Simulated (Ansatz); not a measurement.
Molecular dynamics of ClMg

The input (input.yaml):

```yaml
crystal:
  periodic: [false, false, false]
  atoms:
    - { symbol: Mg, position_ang: [0.974103, -0.371967, 0.484711] }
    - { symbol: Cl, position_ang: [-0.944703, 0.311867, -0.480611] }
magnetization:
  spin_polarized: true
  initial_magnetization: 1
basis:
  gaussian: { orbitals: cc-pVDZ }
hamiltonian:
  xc: revpbe
  dispersion: d4
md:
  timestep: 2.0
  n_steps: 250
  ensemble: nve
  temperature: 300.0
  initial_velocities: maxwell_boltzmann
  seed: 240671
```

Run as:

```bash
$ ansatz run input.yaml --threads 1 --pin off --max-ram 2048MiB --backend cpu --events-out ev --progress --plain --runs-dir out
```

It starts from a relaxed structure.

Output, in part (step lines, the closing report, with atoms numbered from 0):

```
md step     0: t =     0.00 fs  T =   300.0 K  F+E_penalty+E_count = -17964.97449773 eV  E_kin = 0.012926 eV  conserved = -17964.96157173 eV  (22 SCF iters)
[... lines left out ...]
Total energy: -17964.97451202 eV, -660.2006362198 hartree
Atom 0 at     0.972872    -0.371528     0.484092 Å, force     0.020441    -0.007285     0.010284 eV/Å
Atom 1 at    -0.943859     0.311566    -0.480186 Å, force    -0.020441     0.007285    -0.010284 eV/Å
Dipole moment:     0.577798    -0.205919     0.290681 e Å
```

The steps, from the saved trajectory:

| time (fs) | T (K) | potential energy less start (eV) | conserved less start (meV/atom) |
| --- | --- | --- | --- |
| 0.0 | 300 | 0.000 | 0.00 |
| 16.0 | 14 | 0.012 | 0.04 |
| 32.0 | 253 | 0.002 | 0.00 |
| 48.0 | 123 | 0.008 | 0.03 |
| 64.0 | 75 | 0.010 | 0.03 |
| 80.0 | 285 | 0.001 | 0.00 |
| 96.0 | 0 | 0.013 | 0.04 |
| 112.0 | 290 | 0.000 | 0.00 |
| 128.0 | 65 | 0.010 | 0.03 |
| 144.0 | 135 | 0.007 | 0.02 |
| 160.0 | 243 | 0.002 | 0.00 |
| 176.0 | 20 | 0.012 | 0.04 |
| 192.0 | 299 | 0.000 | 0.00 |
| 208.0 | 23 | 0.012 | 0.04 |
| 224.0 | 198 | 0.004 | 0.01 |
| 240.0 | 181 | 0.005 | 0.01 |
| 256.0 | 68 | 0.010 | 0.03 |
| 272.0 | 280 | 0.001 | 0.00 |
| 288.0 | 1 | 0.013 | 0.04 |
| 304.0 | 252 | 0.002 | 0.01 |
| 320.0 | 112 | 0.008 | 0.02 |
| 336.0 | 134 | 0.007 | 0.02 |
| 352.0 | 236 | 0.003 | 0.01 |
| 368.0 | 6 | 0.013 | 0.04 |
| 384.0 | 289 | 0.000 | 0.00 |
| 400.0 | 50 | 0.011 | 0.03 |
| 416.0 | 202 | 0.004 | 0.01 |
| 432.0 | 178 | 0.005 | 0.02 |
| 448.0 | 34 | 0.012 | 0.03 |
| 464.0 | 300 | 0.000 | 0.00 |
| 480.0 | 10 | 0.013 | 0.04 |
| 496.0 | 259 | 0.002 | 0.00 |

All steps were run. The conserved energy stayed within 0.045 meV per atom of its start (net change -0.0035 meV per atom), so the integration is sound. The temperature averaged 0.50 of the 300 K drawn at the start: a run that starts near a minimum puts about half its kinetic energy into the potential. A run of 0.5 ps of so small a system gives no equilibrium averages.

The same pairs are bonded in the first frame and the last. Pairs count as bonded within 1.25 times the sum of covalent radii (0.12 Å more for H–H).

Last frame:

```xyz
2
Properties=species:S:1:pos:R:3
Mg 0.973 -0.371 0.484
Cl -0.944 0.312 -0.480
```

The run took 3.3 min on 1 thread of Arm Neoverse V2, on a shared host, peak memory 0.088 GiB.
